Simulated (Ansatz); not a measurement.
# BH4, doublet: the ladder up to full CI

Geometry: a PBE0/def2-TZVP stationary point for this spin, not checked as a minimum.

```xyz
5

B     0.0000    0.0000    0.0000
H     0.4147    0.8125    0.8107
H    -0.4243   -0.8077    0.8105
H    -0.4128    0.8086   -0.8154
H     0.4225   -0.8134   -0.8057
```

Basis 6-31G; Ansatz 0.2.0. Correlated methods freeze the noble-gas cores, which leaves 7 electrons in 16 orbitals. R marks a restricted (for open shells ROHF) determinant, U an unrestricted one. Active spaces: valence = (7e, 8o) chosen from the atoms' valence shells.

Full CI is exact within this basis and frozen core; it isn't the basis-set limit. The frozen core follows each run's orbitals, which can shift R against U totals by a few meV.

For open shells CISD and CISDTQ are restricted-active-space CI with the open shells as a complete middle space.

* UHF ⟨S²⟩: 0.763
* T1 diagnostic (RCCSD): 0.0136
* largest doubles amplitude (RCCSD): 0.056
* T1 diagnostic (UCCSD): 0.0129

| level | E − E(full CI) (kJ/mol) | share of correlation (%) | wall time |
| --- | --- | --- | --- |
| RHF | 258.4 | 0.00 | – |
| UHF | 249.6 | 3.41 | – |
| RMP2 | 65.9 | 74.48 | – |
| UMP2 | 67.1 | 74.05 | – |
| CISD | 13.3 | 94.84 | 0.18 s |
| RCCSD | 5.7 | 97.78 | – |
| UCCSD | 5.8 | 97.75 | – |
| RCCSD(T) | 1.5 | 99.43 | 0.24 s |
| UCCSD(T) | 1.6 | 99.39 | 0.21 s |
| BCCD(T) | 1.5 | 99.42 | 0.27 s |
| RCCSDT | 0.1 | 99.94 | – |
| UCCSDT | 0.2 | 99.94 | – |
| CISDTQ | 0.2 | 99.91 | 0.51 s |
| RCCSDT(Q) | 0.0 | 99.99 | 1.5 s |
| UCCSDT(Q) | 0.0 | 99.99 | 1.2 s |
| RCCSDTQ | 0.0 | 100.00 | 6.5 s |
| UCCSDTQ | 0.0 | 100.00 | 6.5 s |
| CASSCF (valence space) | 81.6 | 68.42 | – |
| NEVPT2 (valence space) | 22.4 | 91.32 | 0.72 s |
| MRCISD (valence space) | 2.3 | 99.11 | – |
| MRCISD+Q (valence space) | 0.9 | 99.65 | 1.1 s |
| MRCISD+Q(relaxed) (valence space) | -0.1 | 100.04 | 1.6 s |

The correlation energy at full CI, counted from RHF, is -2.678 eV. That run took 0.81 s on 1 thread of AMD EPYC 9R45, shared host over 254,368 determinants.

Times hold each run's SCF and search for its determinant on a shared host, so for small cases they say little of a method's own cost; they ran on 1 thread of AMD EPYC 9R45.

The full-CI state has the irrep A1 of C2v, in the program's axes (one component, if the state is degenerate).

Natural occupations of full CI about the gap: 1.974 1.955 1.955 1.003 0.030 0.021 0.019 0.019 0.006 0.006; effectively unpaired electrons, Σ n²(2−n)², 1.03.

Atomization energy (electronic, same basis, no zero-point term; atoms at the same level, unrestricted beside the R rows where the molecule is a closed shell, with restricted open-shell steps beyond CCSDT(Q)) at full CI: 1030.8 kJ/mol. Errors of other levels:

| level | error (kJ/mol) |
| --- | --- |
| RHF | -146.8 |
| UHF | -138.4 |
| RMP2 | -14.7 |
| UMP2 | -16.0 |
| CISD | -12.0 |
| RCCSD | -4.4 |
| UCCSD | -4.5 |
| RCCSD(T) | -1.0 |
| UCCSD(T) | -1.1 |
| BCCD(T) | -1.1 |
| RCCSDT | -0.1 |
| UCCSDT | -0.2 |
| CISDTQ | -0.2 |
| RCCSDT(Q) | 0.0 |
| UCCSDT(Q) | 0.0 |
| RCCSDTQ | 0.0 |
| UCCSDTQ | 0.0 |
| CASSCF (valence space) | -60.1 |
| NEVPT2 (valence space) | -13.2 |
| MRCISD (valence space) | -2.4 |
| MRCISD+Q (valence space) | -1.1 |
| MRCISD+Q(relaxed) (valence space) | -0.2 |

This basis is far from its limit, so the value isn't to be set against a measured one. Truncated CI isn't size-consistent, which counts against it in atomization.
